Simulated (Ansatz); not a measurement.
Process, species as SMILES: CCl (CH3-Cl) → C atom + Cl atom + 3 H atom
B3LYP-D3(BJ)/def2-TZVP geometries, fixed; electronic energies without zero-point terms.
Largest species:
```xyz
5

C      0.0082     0.0133    -1.1337
Cl    -0.0048    -0.0077     0.6605
H      0.0175     1.0478    -1.4634
H      0.8997    -0.5040    -1.4752
H     -0.8852    -0.4920    -1.4879
```

Basis-set convergence of the atomisation energy at B2PLYP with Ansatz (a program for electronic structure). Cartesian d functions, on some or all atoms, in 6-31G*, 6-31+G*, 6-311G**, 6-311+G**; all else is spherical. Cores are frozen. Open shells are unrestricted. No added dispersion term, no relativity. Functions are those of the species that has most. Reference: the value in pcseg-4, 393.90 kcal/mol, itself unsure by roughly 0.37 kcal/mol (its mean distance from aug-pcseg-3, aug-cc-pV(Q+d)Z, cc-pV(5+d)Z). Deviations are taken from unrounded values.

```
basis            functions  atomisation energy (kcal/mol)
---------------  ---------  -----------------------------
6-31G*                  40                         381.88
6-31+G*                 48                         379.78
def2-SVP                47                         385.20
def2-SVPD               71                         388.05
pcseg-1                 47                         381.33
aug-pcseg-1             77                         383.69
cc-pV(D+d)Z             52                         380.35
aug-cc-pV(D+d)Z         82                         382.37
6-311G**                63                         385.10
6-311+G**               71                         384.75
def2-TZVP               86                         388.82
def2-TZVPD             110                         389.45
pcseg-2                106                         391.29
aug-pcseg-2            165                         392.19
cc-pV(T+d)Z            111                         390.92
aug-cc-pV(T+d)Z        170                         391.63
def2-TZVPP             115                         391.12
def2-TZVPPD            139                         391.59
cc-pV(Q+d)Z            209                         393.02
aug-cc-pV(Q+d)Z        307                         393.35
def2-QZVPP             217                         392.95
def2-QZVPPD            241                         393.03
pcseg-3                223                         393.45
aug-pcseg-3            321                         393.54
```

What the diffuse functions change, pair by pair:
- 6-31G* to 6-31+G*: 8 more functions, deviation -12.02 to -14.12 kcal/mol
- def2-SVP to def2-SVPD: 24 more functions, deviation -8.70 to -5.85 kcal/mol
- pcseg-1 to aug-pcseg-1: 30 more functions, deviation -12.57 to -10.21 kcal/mol
- cc-pV(D+d)Z to aug-cc-pV(D+d)Z: 30 more functions, deviation -13.55 to -11.53 kcal/mol
- 6-311G** to 6-311+G**: 8 more functions, deviation -8.80 to -9.16 kcal/mol
- def2-TZVP to def2-TZVPD: 24 more functions, deviation -5.08 to -4.45 kcal/mol
- pcseg-2 to aug-pcseg-2: 59 more functions, deviation -2.61 to -1.71 kcal/mol
- cc-pV(T+d)Z to aug-cc-pV(T+d)Z: 59 more functions, deviation -2.99 to -2.28 kcal/mol
- def2-TZVPP to def2-TZVPPD: 24 more functions, deviation -2.79 to -2.31 kcal/mol
- cc-pV(Q+d)Z to aug-cc-pV(Q+d)Z: 98 more functions, deviation -0.88 to -0.55 kcal/mol
- def2-QZVPP to def2-QZVPPD: 24 more functions, deviation -0.95 to -0.88 kcal/mol
- pcseg-3 to aug-pcseg-3: 98 more functions, deviation -0.46 to -0.36 kcal/mol

They bring the value nearer the reference by more than 0.37 kcal/mol in 7 of 12 pairs.
